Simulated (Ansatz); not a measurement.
The C1–H4 bond of ethanol (SMILES CCO) is stretched (multiplicity 1, the rest rigid).
Geometry at rest (charge 0, multiplicity 1):
```xyz
9

C     -1.1987     0.1420     0.2638
C      0.0629    -0.4292    -0.3609
O      1.2331     0.3053    -0.0123
H     -2.0792    -0.4154    -0.0646
H     -1.3257     1.1886    -0.0169
H     -1.1571     0.0829     1.3551
H      0.1765    -1.4865    -0.0896
H      0.0055    -0.3772    -1.4490
H      1.3298     0.2886     0.9460
```

Cores are frozen in the correlated methods.

The values were computed with Ansatz (Gaussian orbitals). 

Energies above the point at 1.093 Å (the B3LYP-D3(BJ) bond length), FIC-MRCISD+Q on CASSCF(2,2)/cc-pVDZ (kcal/mol): 7.35 at 0.983 Å; 2.80 at 1.202 Å; 110.62 at 3.496 Å.

### Question
Take the last value as the depth D of a Morse curve D(1 − e^(−a(R − R₀)))², fit a and R₀ to the two near points, and test it at 1.475 and 1.912 Å.

### Answer

With D = 110.6, both near points (counted from the curve's value at 1.093 Å) are met by a = 1.86 Å⁻¹ and R₀ = 1.107 Å, so k = 2Da² = 767 kcal/(mol Å²). The curve then gives 27.1 and 66.6 kcal/mol; the level itself gives 27.1 and 68.9, so Morse is off by 0.0 and -2.3.

Ansatz is a first-principles code.
